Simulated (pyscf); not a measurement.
Structures and frequencies: ωB97X-D3(BJ)/def2-SVP in PySCF.

Question: `[InH3]` + `[OH][SiH3]` → `[SiH3][O][InH2]` + `[H][H]`
Surface: singlet. Broken: H–In, H–O. Formed: In–O, H–H. Give ΔE‡ and ΔE from M06-2X/def2-TZVP, relative to the separated reactants.

Answer: ΔE‡ = 5.7 kcal/mol, ΔE = -14.2 kcal/mol. ωB97M-D3(BJ)/def2-TZVP gives 10.2 kcal/mol and -8.9 kcal/mol. Zero-point energy shifts the barrier by -0.4 kcal/mol. It is a four-centre exchange, with an imaginary mode of 1291i cm⁻¹. On the reactant side the descent ends in an adduct with a In–O contact, 13.9 kcal/mol under the separated species and 21.1 kcal/mol under the saddle at ωB97X-D3(BJ)/def2-TZVP. What is counted as formed (In–O) is already present as a longer contact in the reactant adduct; forming that adduct is a step of its own. At the saddle there is also a short H–In contact that neither side keeps. At ωB97X-D3(BJ)/def2-TZVP the barrier from the zero used here is 7.2 kcal/mol. This is the saddle that the search found; another between the same sides may lie lower. Elements past Kr carry the def2 core potentials, without spin-orbit coupling.
